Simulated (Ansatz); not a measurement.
Write a Python script for the Python package of Ansatz (0.2.0) that makes the energy of protonation at one site of CH4MgO, SMILES [CH3][Mg][OH]. Use (for the species named): MP2, def2-SVP basis, multiplicity 1.

```xyz
7

C    -1.1074    0.6542   -0.3069
Mg    0.7083   -0.3597   -0.0232
O     2.4052   -1.3311    0.2380
H    -1.8768   -0.0146   -0.5943
H    -1.0338    1.4333   -1.1529
H    -1.4373    1.2386    0.6167
H     2.4030   -1.6887    1.1769
```

`ch4mgo.py`:
```python
'''Proton affinity of CH4MgO at one site.'''

import ansatz
from ase import Atoms
import numpy as np

config = {
    'basis': 'def2-SVP',
    'level': 'mp2',
    'net_charge': 1,
    'force_tol': 0.01,
}


def main() -> None:
    atoms = Atoms(['C', 'Mg', 'O', 'H', 'H', 'H', 'H'], positions=[
        (-1.1074, 0.6542, -0.3069),
        (0.7083, -0.3597, -0.0232),
        (2.4052, -1.3311, 0.238),
        (-1.8768, -0.0146, -0.5943),
        (-1.0338, 1.4333, -1.1529),
        (-1.4373, 1.2386, 0.6167),
        (2.403, -1.6887, 1.1769),
    ])
    mol = ansatz.Crystal.molecule_from_ase(atoms)

    job = (
        mol.calculation()
        .basis(gaussian=config['basis'])
        .correlation(config['level'])
    )
    symbols = [site.symbol for site in mol.cartesian_sites]
    start = np.array([site.position_ang for site in mol.cartesian_sites], dtype=float)
    r = job.relax(force_tolerance=0.01).run(threads=1).report
    end = np.array(r['positions_ang'])

    # start the new hydrogen opposite the existing bonds
    away = sum((end[2] - end[j]) / np.linalg.norm(end[2] - end[j]) for j in [1, 6]) + np.array([0.15, 0.1, -0.2])
    proton = end[2] + 1.0 * away / np.linalg.norm(away)
    acid = ansatz.Crystal.molecule()
    for symbol, place in zip(symbols, end):
        acid = acid.atom(symbol, place.tolist())
    acid = acid.atom('H', proton.tolist())
    protonated = acid.calculation()
    protonated = protonated.basis(gaussian=config['basis'])
    protonated = protonated.correlation(config['level'])
    protonated = protonated.charge(config['net_charge'])
    protonated = protonated.relax(force_tolerance=config['force_tol'], max_steps=80)
    after = protonated.run(threads=1).report
    xyz = np.array(after['positions_ang'])
    reach = np.linalg.norm(xyz[:-1] - xyz[-1], axis=1)
    print(f'base {r["free_energy_ev"]:.5f} eV, protonated {after["free_energy_ev"]:.5f} eV')
    print(f'the proton ends {reach.min():.3f} A from {symbols[reach.argmin()]}{reach.argmin()}')
    print(f'electronic proton affinity {23.060548 * (r["free_energy_ev"] - after["free_energy_ev"]):.1f} kcal/mol')


if __name__ == '__main__':
    main()
```

```console
$ python ch4mgo.py
base -8569.43791 eV, protonated -8579.00967 eV
the proton ends 0.972 A from O2
electronic proton affinity 220.7 kcal/mol
```

Notes:
- Total energies depend on the basis set; only differences at equal settings carry meaning.
- The proton is put on one chosen atom, which needn't be the most basic site, so the molecule's proton affinity can be higher; the ends are stationary points, not checked by frequencies, and zero-point and thermal terms count only where printed.
- Wall time of the script: 31 s on 1 thread of Arm Neoverse V1, on a shared host, peak memory 0.22 GiB.
